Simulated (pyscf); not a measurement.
F–SnH₃ + GeH₄ → H₃Ge–SnH₃ + HF, a four-centre exchange (singlet surface; F–Sn, Ge–H broken, Ge–Sn, F–H formed). PySCF, gas phase, ωB97X-D3(BJ)/def2-SVP geometries. Energies in kcal/mol from the separated reactants.

Small-basis levels: PySCF, no dispersion term, spherical d functions. AM1 to PM7: differences of heats of formation from MOPAC, which are fitted to 298 K values and so differ in kind from electronic energies by zero-point and thermal terms. GFN2-xTB: tblite. Cost: rough CPU time at the saddle relative to B3LYP/6-31G*+LANL2DZ, from one job on a shared machine.

```csv
level,barrier,reaction energy,cost
MP2/6-31G*+LANL2DZ,53.4,+20.5,0.1
SVWN5/6-31G*+LANL2DZ,21.1,+9.9,0.8
PBE/6-31G*+LANL2DZ,32.3,+12.0,1
B3LYP/6-31G*+LANL2DZ,44.7,+17.6,1
PBE/def2-SVP,26.6,+4.4,4
B3LYP/def2-SVP,36.6,+6.6,3
GFN2-xTB,60.8,+10.4,under 0.02
AM1,20.5,-23.1,under 0.02
PM7,42.7,-2.3,under 0.02
ωB97M-D3(BJ)/def2-TZVP,39.0,+4.3,–
```

Against the last row the barrier runs from -18.5 (AM1) to +21.8 kcal/mol (GFN2-xTB). ωB97M-D3(BJ)/def2-TZVP has limits of its own. This is the saddle that the search found; another between the same sides may lie lower. In the def2 sets elements up to Kr have no core potential. In the def2 sets elements past Kr carry core potentials, without spin-orbit coupling.
